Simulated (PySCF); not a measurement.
A GIAO shielding run with PySCF (density fitting, non-relativistic, gas phase) on SMILES C1=NC(C)=CO1, C4H5NO:

```
{"job": {"kind": "nmr", "xc": "PBE0", "basis": "pcSseg-1"}, "charge": 0, "multiplicity": 1}
C     -1.672574    -0.220494    -0.030041
C     -0.198574    -0.047804    -0.014689
C      0.553938     1.083991     0.087019
O      1.859913     0.728014     0.069137
C      1.842614    -0.602531    -0.043489
N      0.660179    -1.114654    -0.097185
H     -2.044535    -0.360875     0.984334
H     -2.155243     0.653753    -0.458999
H     -1.925445    -1.103902    -0.609459
H      0.314411     2.123448     0.170101
H      2.770742    -1.136276    -0.082693
```

Hardware: 1 thread of an x86-64 server CPU, shared host. The job also computes population analyses, field gradients, ring-centre shieldings.

(1) How large is the calculation?

(2) How long does it take?

(3) And these other runs on the same molecule and hardware: spin–spin coupling at B3LYP/pcJ-1?

## Answers

(1) 44 electrons, 127 basis functions and 651 auxiliary functions.

(2) 5.4 s of wall time, with 14 SCF cycles and 5 response iterations. Times on a shared host scatter by some tens of per cent.

(3) B3LYP/pcJ-1: 212 functions, 11 s.
